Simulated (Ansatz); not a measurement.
# AlSiH (triplet): PBE0, B3LYP, wB97X-V over a scan of the scale of all distances, 6-31G, part 2 of 2

Ansatz 0.2.0, Gaussian basis; 6-31G, all electrons in the functionals.

### Step 13. B3LYP, 1.296

Input file in.yaml:

```yaml
crystal:
  periodic: [false, false, false]
  atoms:
    - {symbol: Si, position_ang: [0.000000, -0.046606, 1.510374]}
    - {symbol: Al, position_ang: [0.000000, -0.015284, -1.587443]}
    - {symbol: H, position_ang: [0.000000, 1.707769, 0.408799]}
basis:
  gaussian: {orbitals: 6-31G}
magnetization: {spin_polarized: true, initial_magnetization: 2}
hamiltonian: {xc: {name: B3LYP}}
```

Launch:

```sh
> ansatz run in.yaml --threads 1 --pin off --events-out ev --progress --plain --max-ram 2393MiB
```

The program printed, shortened:

```text
Functional definition: B3LYP
  name "B3LYP"
  cite "Stephens, Devlin, Chabalowski & Frisch, J. Phys. Chem. 98, 11623 (1994) doi:10.1021/j100096a001"
  cite "Becke, Phys. Rev. A 38, 3098 (1988) doi:10.1103/PhysRevA.38.3098"
  cite "Lee, Yang & Parr, Phys. Rev. B 37, 785 (1988) doi:10.1103/PhysRevB.37.785"
  cite "Vosko, Wilk & Nusair, Can. J. Phys. 58, 1200 (1980) doi:10.1139/p80-159"
[...]
310 factors; integrals over basis functions are off by at most 1.9e-4 eV
[...]
mean field -14486.74757976 eV, -532.3781540860 hartree, gradient 4.3e-5 eV, S^2 2.007547; 2 other end points of the search recorded, 0 dependent functions left out
reference -14486.74778200 eV, -532.3781615183 hartree; 15, 13 occupied and 13, 15 virtual orbitals, 310 factors
Total energy: -14486.74778200 eV, -532.3781615183 hartree
```

Wall time 1 s (1 thread of Intel Xeon Platinum 8488C, shared host).

From the report: ⟨S²⟩ of the determinant 2.008 (pure triplet: 2.00).

From 1.000: +21.1 kcal/mol.

### Step 14. B3LYP, 1.526

Input file in.yaml:

```yaml
crystal:
  periodic: [false, false, false]
  atoms:
    - {symbol: Si, position_ang: [0.000000, -0.054877, 1.778419]}
    - {symbol: Al, position_ang: [0.000000, -0.017996, -1.869165]}
    - {symbol: H, position_ang: [0.000000, 2.010845, 0.481348]}
basis:
  gaussian: {orbitals: 6-31G}
magnetization: {spin_polarized: true, initial_magnetization: 2}
hamiltonian: {xc: {name: B3LYP}}
```

Same command.

The program printed, shortened:

```text
Functional definition: B3LYP
  name "B3LYP"
  cite "Stephens, Devlin, Chabalowski & Frisch, J. Phys. Chem. 98, 11623 (1994) doi:10.1021/j100096a001"
  cite "Becke, Phys. Rev. A 38, 3098 (1988) doi:10.1103/PhysRevA.38.3098"
  cite "Lee, Yang & Parr, Phys. Rev. B 37, 785 (1988) doi:10.1103/PhysRevB.37.785"
  cite "Vosko, Wilk & Nusair, Can. J. Phys. 58, 1200 (1980) doi:10.1139/p80-159"
[...]
310 factors; integrals over basis functions are off by at most 1.8e-4 eV
[...]
mean field -14485.43106988 eV, -532.3297732402 hartree, gradient 4.3e-5 eV, S^2 2.019292; 10 other end points of the search recorded, 0 dependent functions left out
reference -14485.43128036 eV, -532.3297809753 hartree; 15, 13 occupied and 13, 15 virtual orbitals, 310 factors
Total energy: -14485.43128036 eV, -532.3297809753 hartree
```

Wall time 3.4 s (1 thread of Intel Xeon Platinum 8488C, shared host).

From the report: ⟨S²⟩ of the determinant 2.019 (pure triplet: 2.00).

From 1.000: +51.4 kcal/mol.

### Step 15. B3LYP, 1.767

Input file in.yaml:

```yaml
crystal:
  periodic: [false, false, false]
  atoms:
    - {symbol: Si, position_ang: [0.000000, -0.063543, 2.059283]}
    - {symbol: Al, position_ang: [0.000000, -0.020839, -2.164361]}
    - {symbol: H, position_ang: [0.000000, 2.328416, 0.557367]}
basis:
  gaussian: {orbitals: 6-31G}
magnetization: {spin_polarized: true, initial_magnetization: 2}
hamiltonian: {xc: {name: B3LYP}}
```

Launched as before.

The program printed, shortened:

```text
Functional definition: B3LYP
  name "B3LYP"
  cite "Stephens, Devlin, Chabalowski & Frisch, J. Phys. Chem. 98, 11623 (1994) doi:10.1021/j100096a001"
  cite "Becke, Phys. Rev. A 38, 3098 (1988) doi:10.1103/PhysRevA.38.3098"
  cite "Lee, Yang & Parr, Phys. Rev. B 37, 785 (1988) doi:10.1103/PhysRevB.37.785"
  cite "Vosko, Wilk & Nusair, Can. J. Phys. 58, 1200 (1980) doi:10.1139/p80-159"
[...]
310 factors; integrals over basis functions are off by at most 2.6e-4 eV
[...]
mean field -14484.26543545 eV, -532.2869369652 hartree, gradient 1.7e-5 eV, S^2 2.220662; 16 other end points of the search recorded, 0 dependent functions left out
reference -14484.26565431 eV, -532.2869450080 hartree; 15, 13 occupied and 13, 15 virtual orbitals, 310 factors
Total energy: -14484.26565431 eV, -532.2869450080 hartree
```

Wall time 6 s (1 thread of Intel Xeon Platinum 8488C, shared host).

From the report: ⟨S²⟩ of the determinant 2.221 (pure triplet: 2.00).

From 1.000: +78.3 kcal/mol.

### Step 16. B3LYP, 1.992

Input file in.yaml:

```yaml
crystal:
  periodic: [false, false, false]
  atoms:
    - {symbol: Si, position_ang: [0.000000, -0.071635, 2.321501]}
    - {symbol: Al, position_ang: [0.000000, -0.023492, -2.439959]}
    - {symbol: H, position_ang: [0.000000, 2.624904, 0.628339]}
basis:
  gaussian: {orbitals: 6-31G}
magnetization: {spin_polarized: true, initial_magnetization: 2}
hamiltonian: {xc: {name: B3LYP}}
```

The command is unchanged.

The program printed, shortened:

```text
Functional definition: B3LYP
  name "B3LYP"
  cite "Stephens, Devlin, Chabalowski & Frisch, J. Phys. Chem. 98, 11623 (1994) doi:10.1021/j100096a001"
  cite "Becke, Phys. Rev. A 38, 3098 (1988) doi:10.1103/PhysRevA.38.3098"
  cite "Lee, Yang & Parr, Phys. Rev. B 37, 785 (1988) doi:10.1103/PhysRevB.37.785"
  cite "Vosko, Wilk & Nusair, Can. J. Phys. 58, 1200 (1980) doi:10.1139/p80-159"
[...]
312 factors; integrals over basis functions are off by at most 2.2e-4 eV
[...]
mean field -14483.57955562 eV, -532.2617313463 hartree, gradient 9.3e-6 eV, S^2 2.591221; 16 other end points of the search recorded, 0 dependent functions left out
reference -14483.57978767 eV, -532.2617398737 hartree; 15, 13 occupied and 13, 15 virtual orbitals, 312 factors
Total energy: -14483.57978767 eV, -532.2617398737 hartree
```

Run time: 8.5 s. Hardware: 1 thread of Intel Xeon Platinum 8488C, shared host.

From the report: ⟨S²⟩ of the determinant 2.591 (pure triplet: 2.00). The determinant is far from a pure spin state, so its energy mixes those of several spin states (harmless only where they are near-degenerate, as at dissociation).

From 1.000: +94.1 kcal/mol.

### Step 17. B3LYP, 2.373

Input file in.yaml:

```yaml
crystal:
  periodic: [false, false, false]
  atoms:
    - {symbol: Si, position_ang: [0.000000, -0.085336, 2.765523]}
    - {symbol: Al, position_ang: [0.000000, -0.027985, -2.906638]}
    - {symbol: H, position_ang: [0.000000, 3.126956, 0.748518]}
basis:
  gaussian: {orbitals: 6-31G}
magnetization: {spin_polarized: true, initial_magnetization: 2}
hamiltonian: {xc: {name: B3LYP}}
```

The command is unchanged.

The program printed, shortened:

```text
Functional definition: B3LYP
  name "B3LYP"
  cite "Stephens, Devlin, Chabalowski & Frisch, J. Phys. Chem. 98, 11623 (1994) doi:10.1021/j100096a001"
  cite "Becke, Phys. Rev. A 38, 3098 (1988) doi:10.1103/PhysRevA.38.3098"
  cite "Lee, Yang & Parr, Phys. Rev. B 37, 785 (1988) doi:10.1103/PhysRevB.37.785"
  cite "Vosko, Wilk & Nusair, Can. J. Phys. 58, 1200 (1980) doi:10.1139/p80-159"
[...]
312 factors; integrals over basis functions are off by at most 2.6e-4 eV
[...]
mean field -14483.08165353 eV, -532.2434337819 hartree, gradient 8.2e-6 eV, S^2 2.884821; 14 other end points of the search recorded, 0 dependent functions left out
reference -14483.08191907 eV, -532.2434435404 hartree; 15, 13 occupied and 13, 15 virtual orbitals, 312 factors
Total energy: -14483.08191907 eV, -532.2434435404 hartree
```

Wall time 12 s (1 thread of Intel Xeon Platinum 8488C, shared host).

From the report: ⟨S²⟩ of the determinant 2.885 (pure triplet: 2.00). The determinant is far from a pure spin state, so its energy mixes those of several spin states (harmless only where they are near-degenerate, as at dissociation).

From 1.000: +105.6 kcal/mol.

### Step 18. wB97X-V, 0.874

Input file in.yaml:

```yaml
crystal:
  periodic: [false, false, false]
  atoms:
    - {symbol: Si, position_ang: [0.000000, -0.031430, 1.018570]}
    - {symbol: Al, position_ang: [0.000000, -0.010307, -1.070544]}
    - {symbol: H, position_ang: [0.000000, 1.151690, 0.275687]}
basis:
  gaussian: {orbitals: 6-31G}
magnetization: {spin_polarized: true, initial_magnetization: 2}
hamiltonian: {xc: {name: wB97X-V}}
```

Launched as before.

The program printed, shortened:

```text
Functional definition: wB97X-V
  name "wB97X-V"
  cite "Mardirossian & Head-Gordon, Phys. Chem. Chem. Phys. 16, 9904 (2014) doi:10.1039/C3CP54374A"
  cite "Becke, J. Chem. Phys. 107, 8554 (1997) doi:10.1063/1.475007"
  cite "Vydrov & Van Voorhis, J. Chem. Phys. 133, 244103 (2010) doi:10.1063/1.3521275"
[...]
      + integral(e_c_pw_opposite_spin*poly(b97_u_opposite, cos0, cos1)) + vv10(b, c)
310 factors; integrals over basis functions are off by at most 1.7e-4 eV
146 factors; integrals over basis functions are off by at most 4.8e-6 eV
[...]
mean field -14482.32482603 eV, -532.2156208841 hartree, gradient 3.1e-5 eV, S^2 2.010494; 0 other end points of the search recorded, 0 dependent functions left out
reference -14482.32482611 eV, -532.2156208871 hartree; 15, 13 occupied and 13, 15 virtual orbitals, 310 factors
Total energy: -14482.32482611 eV, -532.2156208871 hartree
```

Wall time 3.2 s (1 thread of Intel Xeon Platinum 8488C, shared host).

From the report: ⟨S²⟩ of the determinant 2.010 (pure triplet: 2.00).

### Step 19. wB97X-V, 1.000

Input file in.yaml:

```yaml
crystal:
  periodic: [false, false, false]
  atoms:
    - {symbol: Si, position_ang: [0.000000, -0.035961, 1.165412]}
    - {symbol: Al, position_ang: [0.000000, -0.011793, -1.224879]}
    - {symbol: H, position_ang: [0.000000, 1.317723, 0.315431]}
basis:
  gaussian: {orbitals: 6-31G}
magnetization: {spin_polarized: true, initial_magnetization: 2}
hamiltonian: {xc: {name: wB97X-V}}
```

Launched as before.

The program printed, shortened:

```text
Functional definition: wB97X-V
  name "wB97X-V"
  cite "Mardirossian & Head-Gordon, Phys. Chem. Chem. Phys. 16, 9904 (2014) doi:10.1039/C3CP54374A"
  cite "Becke, J. Chem. Phys. 107, 8554 (1997) doi:10.1063/1.475007"
  cite "Vydrov & Van Voorhis, J. Chem. Phys. 133, 244103 (2010) doi:10.1063/1.3521275"
[...]
      + integral(e_c_pw_opposite_spin*poly(b97_u_opposite, cos0, cos1)) + vv10(b, c)
310 factors; integrals over basis functions are off by at most 2.1e-4 eV
146 factors; integrals over basis functions are off by at most 6.5e-6 eV
[...]
mean field -14483.62007614 eV, -532.2632204480 hartree, gradient 6.2e-5 eV, S^2 2.014513; 0 other end points of the search recorded, 0 dependent functions left out
reference -14483.62007625 eV, -532.2632204520 hartree; 15, 13 occupied and 13, 15 virtual orbitals, 310 factors
Total energy: -14483.62007625 eV, -532.2632204520 hartree
```

Wall time 3.2 s (1 thread of Intel Xeon Platinum 8488C, shared host).

From the report: ⟨S²⟩ of the determinant 2.015 (pure triplet: 2.00).

### Step 20. wB97X-V, 1.123

Input file in.yaml:

```yaml
crystal:
  periodic: [false, false, false]
  atoms:
    - {symbol: Si, position_ang: [0.000000, -0.040384, 1.308758]}
    - {symbol: Al, position_ang: [0.000000, -0.013244, -1.375539]}
    - {symbol: H, position_ang: [0.000000, 1.479803, 0.354229]}
basis:
  gaussian: {orbitals: 6-31G}
magnetization: {spin_polarized: true, initial_magnetization: 2}
hamiltonian: {xc: {name: wB97X-V}}
```

Launched as before.

The program printed, shortened:

```text
Functional definition: wB97X-V
  name "wB97X-V"
  cite "Mardirossian & Head-Gordon, Phys. Chem. Chem. Phys. 16, 9904 (2014) doi:10.1039/C3CP54374A"
  cite "Becke, J. Chem. Phys. 107, 8554 (1997) doi:10.1063/1.475007"
  cite "Vydrov & Van Voorhis, J. Chem. Phys. 133, 244103 (2010) doi:10.1063/1.3521275"
[...]
      + integral(e_c_pw_opposite_spin*poly(b97_u_opposite, cos0, cos1)) + vv10(b, c)
310 factors; integrals over basis functions are off by at most 2.0e-4 eV
146 factors; integrals over basis functions are off by at most 4.5e-6 eV
[...]
mean field -14483.48393743 eV, -532.2582174426 hartree, gradient 7.5e-5 eV, S^2 2.016134; 0 other end points of the search recorded, 0 dependent functions left out
reference -14483.48393748 eV, -532.2582174445 hartree; 15, 13 occupied and 13, 15 virtual orbitals, 310 factors
Total energy: -14483.48393748 eV, -532.2582174445 hartree
```

Run time: 3.1 s. Hardware: 1 thread of Intel Xeon Platinum 8488C, shared host.

From the report: ⟨S²⟩ of the determinant 2.016 (pure triplet: 2.00).

From 1.000: +3.1 kcal/mol.

### Step 21. wB97X-V, 1.296

Input file in.yaml:

```yaml
crystal:
  periodic: [false, false, false]
  atoms:
    - {symbol: Si, position_ang: [0.000000, -0.046606, 1.510374]}
    - {symbol: Al, position_ang: [0.000000, -0.015284, -1.587443]}
    - {symbol: H, position_ang: [0.000000, 1.707769, 0.408799]}
basis:
  gaussian: {orbitals: 6-31G}
magnetization: {spin_polarized: true, initial_magnetization: 2}
hamiltonian: {xc: {name: wB97X-V}}
```

Same command.

The program printed, shortened:

```text
Functional definition: wB97X-V
  name "wB97X-V"
  cite "Mardirossian & Head-Gordon, Phys. Chem. Chem. Phys. 16, 9904 (2014) doi:10.1039/C3CP54374A"
  cite "Becke, J. Chem. Phys. 107, 8554 (1997) doi:10.1063/1.475007"
  cite "Vydrov & Van Voorhis, J. Chem. Phys. 133, 244103 (2010) doi:10.1063/1.3521275"
[...]
      + integral(e_c_pw_opposite_spin*poly(b97_u_opposite, cos0, cos1)) + vv10(b, c)
310 factors; integrals over basis functions are off by at most 1.9e-4 eV
146 factors; integrals over basis functions are off by at most 6.8e-6 eV
[...]
mean field -14482.53417701 eV, -532.2233143907 hartree, gradient 7.6e-5 eV, S^2 2.015426; 2 other end points of the search recorded, 0 dependent functions left out
reference -14482.53417692 eV, -532.2233143874 hartree; 15, 13 occupied and 13, 15 virtual orbitals, 310 factors
Total energy: -14482.53417692 eV, -532.2233143874 hartree
```

It took 4.4 s on 1 thread of Intel Xeon Platinum 8488C, shared host.

From the report: ⟨S²⟩ of the determinant 2.015 (pure triplet: 2.00).

From 1.000: +25.0 kcal/mol.

### Step 22. wB97X-V, 1.526

Input file in.yaml:

```yaml
crystal:
  periodic: [false, false, false]
  atoms:
    - {symbol: Si, position_ang: [0.000000, -0.054877, 1.778419]}
    - {symbol: Al, position_ang: [0.000000, -0.017996, -1.869165]}
    - {symbol: H, position_ang: [0.000000, 2.010845, 0.481348]}
basis:
  gaussian: {orbitals: 6-31G}
magnetization: {spin_polarized: true, initial_magnetization: 2}
hamiltonian: {xc: {name: wB97X-V}}
```

Launched as before.

The program printed, shortened:

```text
Functional definition: wB97X-V
  name "wB97X-V"
  cite "Mardirossian & Head-Gordon, Phys. Chem. Chem. Phys. 16, 9904 (2014) doi:10.1039/C3CP54374A"
  cite "Becke, J. Chem. Phys. 107, 8554 (1997) doi:10.1063/1.475007"
  cite "Vydrov & Van Voorhis, J. Chem. Phys. 133, 244103 (2010) doi:10.1063/1.3521275"
[...]
      + integral(e_c_pw_opposite_spin*poly(b97_u_opposite, cos0, cos1)) + vv10(b, c)
310 factors; integrals over basis functions are off by at most 1.8e-4 eV
146 factors; integrals over basis functions are off by at most 8.7e-6 eV
[...]
mean field -14481.04414464 eV, -532.1685567114 hartree, gradient 2.6e-5 eV, S^2 2.024758; 6 other end points of the search recorded, 0 dependent functions left out
reference -14481.04414443 eV, -532.1685567034 hartree; 15, 13 occupied and 13, 15 virtual orbitals, 310 factors
Total energy: -14481.04414443 eV, -532.1685567034 hartree
```

Run time: 6.5 s. Hardware: 1 thread of Intel Xeon Platinum 8488C, shared host.

From the report: ⟨S²⟩ of the determinant 2.025 (pure triplet: 2.00).

From 1.000: +59.4 kcal/mol.

### Step 23. wB97X-V, 1.767

Input file in.yaml:

```yaml
crystal:
  periodic: [false, false, false]
  atoms:
    - {symbol: Si, position_ang: [0.000000, -0.063543, 2.059283]}
    - {symbol: Al, position_ang: [0.000000, -0.020839, -2.164361]}
    - {symbol: H, position_ang: [0.000000, 2.328416, 0.557367]}
basis:
  gaussian: {orbitals: 6-31G}
magnetization: {spin_polarized: true, initial_magnetization: 2}
hamiltonian: {xc: {name: wB97X-V}}
```

The command is unchanged.

The program printed, shortened:

```text
Functional definition: wB97X-V
  name "wB97X-V"
  cite "Mardirossian & Head-Gordon, Phys. Chem. Chem. Phys. 16, 9904 (2014) doi:10.1039/C3CP54374A"
  cite "Becke, J. Chem. Phys. 107, 8554 (1997) doi:10.1063/1.475007"
  cite "Vydrov & Van Voorhis, J. Chem. Phys. 133, 244103 (2010) doi:10.1063/1.3521275"
[...]
      + integral(e_c_pw_opposite_spin*poly(b97_u_opposite, cos0, cos1)) + vv10(b, c)
310 factors; integrals over basis functions are off by at most 2.6e-4 eV
146 factors; integrals over basis functions are off by at most 1.7e-5 eV
[...]
mean field -14479.79326436 eV, -532.1225877089 hartree, gradient 1.5e-5 eV, S^2 2.528073; 10 other end points of the search recorded, 0 dependent functions left out
reference -14479.79326471 eV, -532.1225877217 hartree; 15, 13 occupied and 13, 15 virtual orbitals, 310 factors
Total energy: -14479.79326471 eV, -532.1225877217 hartree
```

Run time: 25 s. Hardware: 1 thread of Intel Xeon Platinum 8488C, shared host.

From the report: ⟨S²⟩ of the determinant 2.528 (pure triplet: 2.00). The determinant is far from a pure spin state, so its energy mixes those of several spin states (harmless only where they are near-degenerate, as at dissociation).

From 1.000: +88.2 kcal/mol.

### Step 24. wB97X-V, 1.992

Input file in.yaml:

```yaml
crystal:
  periodic: [false, false, false]
  atoms:
    - {symbol: Si, position_ang: [0.000000, -0.071635, 2.321501]}
    - {symbol: Al, position_ang: [0.000000, -0.023492, -2.439959]}
    - {symbol: H, position_ang: [0.000000, 2.624904, 0.628339]}
basis:
  gaussian: {orbitals: 6-31G}
magnetization: {spin_polarized: true, initial_magnetization: 2}
hamiltonian: {xc: {name: wB97X-V}}
```

Launched as before.

The program printed, shortened:

```text
Functional definition: wB97X-V
  name "wB97X-V"
  cite "Mardirossian & Head-Gordon, Phys. Chem. Chem. Phys. 16, 9904 (2014) doi:10.1039/C3CP54374A"
  cite "Becke, J. Chem. Phys. 107, 8554 (1997) doi:10.1063/1.475007"
  cite "Vydrov & Van Voorhis, J. Chem. Phys. 133, 244103 (2010) doi:10.1063/1.3521275"
[...]
      + integral(e_c_pw_opposite_spin*poly(b97_u_opposite, cos0, cos1)) + vv10(b, c)
312 factors; integrals over basis functions are off by at most 2.2e-4 eV
146 factors; integrals over basis functions are off by at most 2.2e-5 eV
[...]
mean field -14479.28225180 eV, -532.1038083436 hartree, gradient 6.7e-6 eV, S^2 2.845229; 14 other end points of the search recorded, 0 dependent functions left out
reference -14479.28225239 eV, -532.1038083652 hartree; 15, 13 occupied and 13, 15 virtual orbitals, 312 factors
Total energy: -14479.28225239 eV, -532.1038083652 hartree
```

It took 31 s on 1 thread of Intel Xeon Platinum 8488C, shared host.

From the report: ⟨S²⟩ of the determinant 2.845 (pure triplet: 2.00). The determinant is far from a pure spin state, so its energy mixes those of several spin states (harmless only where they are near-degenerate, as at dissociation).

From 1.000: +100.0 kcal/mol.

### Step 25. wB97X-V, 2.373

Input file in.yaml:

```yaml
crystal:
  periodic: [false, false, false]
  atoms:
    - {symbol: Si, position_ang: [0.000000, -0.085336, 2.765523]}
    - {symbol: Al, position_ang: [0.000000, -0.027985, -2.906638]}
    - {symbol: H, position_ang: [0.000000, 3.126956, 0.748518]}
basis:
  gaussian: {orbitals: 6-31G}
magnetization: {spin_polarized: true, initial_magnetization: 2}
hamiltonian: {xc: {name: wB97X-V}}
```

Same command.

The program printed, shortened:

```text
Functional definition: wB97X-V
  name "wB97X-V"
  cite "Mardirossian & Head-Gordon, Phys. Chem. Chem. Phys. 16, 9904 (2014) doi:10.1039/C3CP54374A"
  cite "Becke, J. Chem. Phys. 107, 8554 (1997) doi:10.1063/1.475007"
  cite "Vydrov & Van Voorhis, J. Chem. Phys. 133, 244103 (2010) doi:10.1063/1.3521275"
[...]
      + integral(e_c_pw_opposite_spin*poly(b97_u_opposite, cos0, cos1)) + vv10(b, c)
312 factors; integrals over basis functions are off by at most 2.6e-4 eV
146 factors; integrals over basis functions are off by at most 1.9e-5 eV
[...]
mean field -14479.01639060 eV, -532.0940381246 hartree, gradient 1.3e-6 eV, S^2 2.976621; 12 other end points of the search recorded, 0 dependent functions left out
reference -14479.01639139 eV, -532.0940381536 hartree; 15, 13 occupied and 13, 15 virtual orbitals, 312 factors
Total energy: -14479.01639139 eV, -532.0940381536 hartree
```

Run time: 59 s. Hardware: 1 thread of Intel Xeon Platinum 8488C, shared host.

From the report: ⟨S²⟩ of the determinant 2.977 (pure triplet: 2.00). The determinant is far from a pure spin state, so its energy mixes those of several spin states (harmless only where they are near-degenerate, as at dissociation).

From 1.000: +106.2 kcal/mol.

### Step 26. Against the wave-function levels

The yardstick is full CI for this spin, exact in this basis with these frozen cores. It comes from earlier runs at the same points. Energies in kcal/mol, counted from 1.000; blanks weren't run or aren't comparable.

| level | 0.874 | 1.000 | 1.123 | 1.296 | 1.526 | 1.767 | 1.992 | 2.373 |
| --- | --- | --- | --- | --- | --- | --- | --- | --- |
| FCI | 33.7 | 0.0 | 0.0 | 17.0 | 44.0 | 67.5 | 81.7 | 90.6 |
| PBE0 | 30.0 | 0.0 | 2.9 | 24.0 | 56.7 | 85.0 | 100.2 | 109.7 |
| B3LYP | 30.5 | 0.0 | 1.8 | 21.1 | 51.4 | 78.3 | 94.1 | 105.6 |
| wB97X-V | 29.9 | 0.0 | 3.1 | 25.0 | 59.4 | 88.2 | 100.0 | 106.2 |

Largest miss and mean time a point (FCI took 1.7 min a point; shared hosts):

```
  level  largest miss (kcal/mol)  where  time a point
   PBE0                    +19.1  2.373         4.1 s
  B3LYP                    +15.0  2.373         4.2 s
wB97X-V                    +20.7  1.767          17 s
```

### Step 27. Results

What follows sums up all 2 parts.

```
             quantity                   value
span of the FCI curve           90.6 kcal/mol
   largest miss, PBE0  +19.1 kcal/mol (2.373)
  largest miss, B3LYP  +15.0 kcal/mol (2.373)
largest miss, wB97X-V  +20.7 kcal/mol (1.767)
```

In words: Of the functionals, B3LYP keep the smallest largest miss at the points compared (at most 15.0 kcal/mol) and wB97X-V strays most (20.7 kcal/mol, at 1.767). PBE0, B3LYP, wB97X-V clearly break the spin symmetry at some points (⟨S²⟩ up to 0.98 above the pure value), so energy there is bought with a mixed spin. Functionals and the yardstick converge differently with the basis, so part of each miss in 6-31G is the basis.
